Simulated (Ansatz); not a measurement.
How far each method lies from full CI for HBO, singlet

Geometry: a PBE0/def2-TZVP stationary point for this spin, not checked as a minimum.

```xyz
3

B     0.0000    0.0000    0.0084
O     0.0000    0.0000   -1.1895
H     0.0000    0.0000    1.1811
```

Basis 6-31G; Ansatz 0.2.0. Correlated methods freeze the noble-gas cores, which leaves 10 electrons in 18 orbitals. R marks a restricted (for open shells ROHF) determinant. Active spaces: valence = (10e, 9o) chosen from the atoms' valence shells.

Full CI is exact within this basis and frozen core; it isn't the basis-set limit.

```
UHF ⟨S²⟩                          : 0.000
T1 diagnostic (RCCSD)             : 0.0238
largest doubles amplitude (RCCSD) : 0.079
```

```csv
level,E − E(full CI) (meV),share of correlation (%),wall time
RHF,5476,0.00,–
RMP2,236,95.70,–
CISD,528,90.37,0.42 s
RCCSD,211,96.15,–
RCCSD(T),31,99.44,0.18 s
BCCD(T),28,99.50,0.18 s
RCCSDT,15,99.73,–
CISDTQ,31,99.43,1.9 s
RCCSDT(Q),-4,100.07,0.51 s
RCCSDTQ,0,100.00,5.5 s
CASSCF (valence space),1689,69.16,–
NEVPT2 (valence space),408,92.55,2.9 s
MRCISD (valence space),62,98.87,–
MRCISD+Q (valence space),24,99.55,4 s
MRCISD+Q(relaxed) (valence space),-1,100.02,4.8 s
```

The correlation energy at full CI, counted from RHF, is -5.476 eV. That run took 83 s on 1 thread of Arm Neoverse V2, shared host over 18,367,552 determinants.

Times hold each run's SCF and search for its determinant on a shared host, so for small cases they say little of a method's own cost; they ran on 1 thread of Arm Neoverse V2.

The full-CI state has the irrep A1 of C2v, in the program's axes (one component, if the state is degenerate).

Natural occupations of full CI about the gap: 1.987 1.973 1.969 1.940 1.940 0.056 0.056 0.031 0.014 0.013; effectively unpaired electrons, Σ n²(2−n)², 0.06.

Atomization energy (electronic, same basis, no zero-point term; atoms at the same level, unrestricted beside the R rows where the molecule is a closed shell, with restricted open-shell steps beyond CCSDT(Q)) at full CI: 1105.2 kJ/mol. Errors of other levels:

```csv
level,error (kJ/mol)
RHF,-264.1
RMP2,50.8
CISD,-46.2
RCCSD,-17.9
RCCSD(T),-2.3
BCCD(T),-1.9
RCCSDT,-1.4
CISDTQ,-2.9
RCCSDT(Q),0.4
RCCSDTQ,0.0
CASSCF (valence space),17.0
NEVPT2 (valence space),15.6
MRCISD (valence space),-2.6
MRCISD+Q (valence space),-2.2
MRCISD+Q(relaxed) (valence space),0.2
```

This basis is far from its limit, so the value isn't to be set against a measured one. Truncated CI isn't size-consistent, which counts against it in atomization.
